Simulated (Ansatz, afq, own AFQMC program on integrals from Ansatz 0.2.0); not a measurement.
Where AFQMC and coupled cluster stand for Fe, quintet

A free Fe atom.

Basis def2-TZVPP. Noble-gas cores (and the filled d shells of Ga–Kr and In–Xe) are frozen. AFQMC by an in-house program on the Cholesky factors that Ansatz 0.2.0 writes for its CCSD(T) run. ph-AFQMC/CISD is guided by a CISD state made of CCSD amplitudes; releasing the constraint for a short imaginary time cuts its bias at the price of noise, slowly where states lie close. Free AFQMC starts from the CCSD state and is never constrained. Its projection time is finite, and what remains of the start isn't in its error. Uncertainties: one standard error, sampling alone. The metal's outer-core s and p shells are frozen, which shifts wave-function levels against functionals.

Determinant: UHF, the one that the program's search chose, which needn't be the lowest solution.

No full CI on the walks' own integrals is used here; CCSDT(Q) serves as the reference and is uncertain by about the last step of the cluster series.

Cautions: no relativity below Rb; outer-core shells of the metal frozen; the released energies are still falling, so no released level is given (meV from the phaseless value at times in 1/Eh: -5 ± 3 at 0.24, -7 ± 3 at 0.50, -18 ± 3 at 1.00, 30 ± 52 at 1.50); the ph-AFQMC/CISD walk drifts between its halves (2.1 errors).

The T1 diagnostic is 0.0210, the weight of the determinant in the CISD state is 0.910 and the ⟨S²⟩ of the determinant is 6.016. The size of the correlated space is 8 electrons in 55 orbitals.

| level | correlation energy (eV) |
| --- | --- |
| MP2 | -4.7996 |
| CCSD | -5.1124 |
| CCSD(T) | -5.2719 |

(1) Estimate where phaseless AFQMC with the Hartree–Fock trial lies against CCSD(T) on the same integrals.

(1) 12.6 ± 1.2 kJ/mol above CCSD(T).

Reference: CCSDT(Q), correlation energy -5.289 eV.

```json
{"level": "CCSD(T)", "E − E(reference) (kJ/mol)": "1.7", "share of correlation (%)": "99.67"}
{"level": "CCSDT", "E − E(reference) (kJ/mol)": "0.3", "share of correlation (%)": "99.94"}
{"level": "ph-AFQMC/HF", "E − E(reference) (kJ/mol)": "14.3 ± 1.2", "share of correlation (%)": "97.21"}
{"level": "ph-AFQMC/CISD", "E − E(reference) (kJ/mol)": "2.5 ± 0.3", "share of correlation (%)": "99.50"}
{"level": "free AFQMC", "E − E(reference) (kJ/mol)": "-0.1 ± 0.4", "share of correlation (%)": "100.03"}
```

Free projections are given only where their last times agree within the noise and don't stop above the reference; a slow remainder of the start can still hide under it. A walk keeps the symmetry of its determinant, which the program's search chose and which needn't be the lowest solution, so a lower state of the same spin and another symmetry isn't excluded.
